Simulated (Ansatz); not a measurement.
Geometry optimisation, RKS BLYP/def2-SVP (Ansatz 0.2.0).

Input file:

```yaml
crystal:
  periodic: [false, false, false]
  atoms:
    - { symbol: B, position_ang: [0.201975, -0.112099, 0.174705] }
    - { symbol: H, position_ang: [0.198576, -0.064573, 1.36589] }
    - { symbol: O, position_ang: [1.363581, -0.408315, -0.499261] }
    - { symbol: H, position_ang: [2.103663, -0.554821, 0.120812] }
    - { symbol: Cl, position_ang: [-1.261194, 0.187908, -0.770347] }
basis:
  gaussian: { orbitals: def2-SVP }
hamiltonian:
  xc: blyp
relax:
  f_tol: 0.03
  max_steps: 50
```

Launched with:

```bash
$ ansatz run input.yaml --threads 1 --pin off --max-ram 2048MiB --backend cpu --events-out ev --progress --plain --runs-dir out
```

Question: Where does it end, and by what steps?

Answer: The forces met the threshold. After 4 steps the energy has fallen by 0.019 eV; H2 moved furthest, 0.04 Å.

```csv
step,energy less start (eV),largest force component (eV/Å),accepted
0,0.0000,0.894,yes
1,-0.0150,0.471,yes
2,-0.0158,0.234,yes
3,-0.0189,0.063,yes
4,-0.0191,0.005,yes
```

```xyz
5
Properties=species:S:1:pos:R:3
B 0.220 -0.117 0.177
H 0.163 -0.056 1.386
O 1.358 -0.407 -0.499
H 2.117 -0.559 0.096
Cl -1.251 0.186 -0.769
```

Whether the end is a true minimum wasn't checked by a vibrational analysis.

The run took 7.3 s on 1 thread of AMD EPYC 7R43 64-Core Processor (Zen 3), with other jobs on the host, peak memory 0.13 GiB.
